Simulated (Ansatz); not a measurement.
**AlBH3+ (triplet): wave-function methods side by side, cc-pVTZ**

One table from this session's results is given with a row withheld; the runs are named, their logs left out.

The runs use Ansatz 0.2.0, Gaussian basis; cc-pVTZ, core rule «outside noble gas», up to 6 orbitals frozen.

The runs, in order: UHF; CCSD(T) on ROHF; CCSD(T) on UHF; BCCD(T) on ROHF; CCSDT(Q) on ROHF; CCSDT(Q) on UHF; CASSCF and MRCISD+Q, 8 electrons in 11 orbitals; CASSCF and NEVPT2, 8 electrons in 11 orbitals.

7 further runs of the same task are left out: 3 for a known fault of the program, 4 set aside as unsound or not needed. Runs told in other sessions of the task aren't counted.

## The geometry

The geometry is a PBE0/def2-TZVP stationary point (not a proven minimum) of the parent state, kept for this charge and spin.

5 atoms, charge 1, spin multiplicity 3.

Atoms are counted from 1 here; the program's logs count them from 0.

Bond lengths: B1–Al2 2.037 Å, B1–H3 1.188 Å, Al2–H4 1.587 Å, Al2–H5 1.587 Å. Angles: Al2–B1–H3 180.0°, B1–Al2–H4 118.5°, B1–Al2–H5 118.5°, H4–Al2–H5 123.1°.

Set-up of the first run:

in.yaml reads:

```yaml
crystal:
  periodic: [false, false, false]
  atoms:
    - {symbol: B, position_ang: [0.000000, 0.000000, 1.454926]}
    - {symbol: Al, position_ang: [0.000000, 0.000000, -0.581725]}
    - {symbol: H, position_ang: [0.000000, 0.000000, 2.643356]}
    - {symbol: H, position_ang: [0.000000, 1.395223, -1.338228]}
    - {symbol: H, position_ang: [0.000000, -1.395223, -1.338228]}
basis:
  gaussian: {orbitals: cc-pVTZ}
total_charge: 1
magnetization: {spin_polarized: true, initial_magnetization: 2}
hamiltonian: {xc: hf}
output: {orbitals: {seedname: orbitals}}
```

Started as:

```console
$ ansatz run in.yaml --threads 1 --pin off --events-out ev --progress --plain --max-ram 2560MiB --backend cpu
```

Steps of the session up to this table: UHF; CCSD(T) on ROHF; CCSD(T) on UHF; BCCD(T) on ROHF; CCSDT(Q) on ROHF; CCSDT(Q) on UHF; CASSCF and MRCISD+Q, 8 electrons in 11 orbitals; CASSCF and NEVPT2, 8 electrons in 11 orbitals.

One of the session's tables, all rows but one given; the rest of the session is left out.

```
          method  from UCCSDT(Q) (kcal/mol)
            ROHF                    +106.19
             UHF                    +104.07
            RMP2                          ?
            UMP2                     +26.97
           RCCSD                      +4.35
           UCCSD                      +4.28
        RCCSD(T)                      +1.26
        UCCSD(T)                      +1.26
         BCCD(T)                      +1.24
          RCCSDT                      +0.17
          UCCSDT                      +0.15
       RCCSDT(Q)                      +0.05
       UCCSDT(Q)                          0
  CASSCF valence                     +59.23
  NEVPT2 valence                     +16.27
  MRCISD valence                      +4.02
MRCISD+Q valence                      +1.36
```

Q: Estimate the row for RMP2 from the others.

As computed: from UCCSDT(Q) (kcal/mol): +27.55. In the column «from UCCSDT(Q) (kcal/mol)» it lies between UMP2 (+26.97) and CASSCF valence (+59.23).

Limits of these values: Restricted and unrestricted rows rest on different reference determinants; a gap between their highest levels can come from leftover correlation error, from unlike frozen cores or from another state.
